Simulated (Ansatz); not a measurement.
Basis-set extrapolation for CH$_{6}$SSi, SMILES `[SiH3]CS` (PBE0-D4/def2-TZVP geometry, frozen core, Ansatz 0.2.0). Multiplicity 1, RHF reference.

|  | def2-TZVPP | def2-QZVPP |
| --- | --- | --- |
| HF | -727.857135 | -727.879718 |
| MP2 correlation | -0.487539 | -0.523893 |
| CCSD(T) correlation | -0.560493 | not run |

Energies in hartree. Use E(X) = E(∞) + A·exp(−7.88·√X) for Hartree–Fock and E(X) = E(∞) + B·X^(−2.97) for correlation, with X = 3 and 4, and add CCSD(T) minus MP2 of the smaller set to the MP2 limit.

What is the CCSD(T) energy at the basis-set limit?

HF limit: -727.879718 + (-0.022583) × 0.13774 = -727.88283. MP2 limit: -0.523893 + (-0.036354) × 0.74074 = -0.55082. Higher-order term: -0.560493 − (-0.487539) = -0.07295. Total: -728.50660 hartree, 233.6 kJ/mol below CCSD(T)/def2-TZVPP.
